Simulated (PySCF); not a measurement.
## Löwdin shares of the frontier orbitals

HCF (singlet state).
Z-matrix (Å and degrees, PBE0-D3(BJ)/def2-TZVP geometry), rows numbered from 1:
```
C 
F   1  1.3007
H   1  1.1263  2  102.31
```

Method used: TDDFT CAM-B3LYP/aug-cc-pVTZ, vertical, gas phase, core orbitals frozen in the response (PySCF). Isolated species at its PBE0-D3(BJ)/def2-TZVP geometry, gas phase.

Kohn–Sham orbitals with the atoms that hold most of them (Löwdin shares over 4%, at most four atoms; ? is withheld):

| orbital | ε (eV) | atoms |
| --- | --- | --- |
| LUMO+2 | 1.29 | C1 84%, F2 10%, H3 5% |
| LUMO+1 | 0.33 | H3 90%, C1 8% |
| LUMO | -1.59 | C1 70%, F2 17%, H3 13% |
| HOMO | -8.84 | ? |
| HOMO-1 | -14.95 | ? |
| HOMO-2 | -16.17 | F2 81%, C1 17% |
| HOMO-3 | -17.05 | F2 60%, C1 28%, H3 12% |

Question: Which atoms hold the HOMO, and with what shares?

Answer: C1 (bonded to F and H) 70%; F2 (bonded to C) 18%; H3 (bonded to C) 12%.

Question: Give the leading atoms of the HOMO-1.

Answer: F2 (bonded to C) 52%; C1 (bonded to F and H) 31%; H3 (bonded to C) 17%.

Question: The HOMO–LUMO gap is 7.25 eV. Where does the response calculation put the lowest singlet, and from which orbitals?

Answer: S1 is at 2.20 eV (f = 0.0051), 5.05 eV below the gap, made of HOMO→LUMO (98%). Without the coupling terms of the response equations the lowest excitation would equal the gap.

Question: Give energy, strength and leading configuration of S1, S2 and S6, and follow the Löwdin shares of the leading atoms from the occupied to the empty orbital.

Answer: 
- S1 (2.20 eV, f 0.0051), HOMO→LUMO (98%): C1 70% → 70%, F2 18% → 17%
- S2 (6.29 eV, f 0.060), HOMO→LUMO+1 (90%): C1 70% → 8%, F2 18% → at most 3%, H3 12% → 90%
- S6 (8.44 eV, f 0.021), HOMO-1→LUMO (96%): F2 52% → 17%, C1 31% → 70%

Löwdin shares depend on the basis, the more so with diffuse functions.

Time: 2.1 s; peak memory 0.35 GiB. Hardware: one thread, Arm Neoverse V1 (aarch64), shared host.
